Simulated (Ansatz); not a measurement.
We consider tetradymite Bi2Se3, described by PBE (plane waves, PAW; Ansatz, a program for electronic structure).

Run with plane-wave cutoff 520 eV, 10×10×10 k mesh, Fermi–Dirac smearing 0.01 eV, scalar-relativistic PAW data made under PBE.

Cell (relaxed at this level):

```cif
data_Bi2Se3
_chemical_formula_sum 'Bi2 Se3'
_space_group_name_H-M_alt 'P 1'
_space_group_IT_number 1
_cell_length_a 10.73603
_cell_length_b 10.73603
_cell_length_c 10.73603
_cell_angle_alpha 22.503
_cell_angle_beta 22.503
_cell_angle_gamma 22.503
loop_
_space_group_symop_operation_xyz
  'x, y, z'
loop_
_atom_site_label
_atom_site_type_symbol
_atom_site_fract_x
_atom_site_fract_y
_atom_site_fract_z
_atom_site_occupancy
Bi1 Bi 0.39550 0.39550 0.39550 1
Bi2 Bi 0.60450 0.60450 0.60450 1
Se1 Se 0.00000 0.00000 0.00000 1
Se2 Se 0.22139 0.22139 0.22139 1
Se3 Se 0.77861 0.77861 0.77861 1
```

Question: What does this level give for the band gap and smallest direct gap on the k points sampled?

Answer: 
* **band gap**: 0.69 eV
* **smallest direct gap on the k points sampled**: 0.72 eV

Measured, for comparison: band gap 0.3 eV (temperature not stated, no zero-point or thermal correction; as tabulated in Park and Ryu (2016), arXiv:1610.06451).

Note: for a layered or molecular solid the relaxed cell lies over 5 % above the published volume, where the minimum can be shallow; the cell comes from a level without a dispersion term, which matters for the spacing of layers, chains or molecules.

Spin–orbit coupling is not included; with these elements it can move the gap by several tenths of an eV or more.

Computed values are for the static lattice.

It cost about 28 core-minutes (a rough figure) of CPU time.
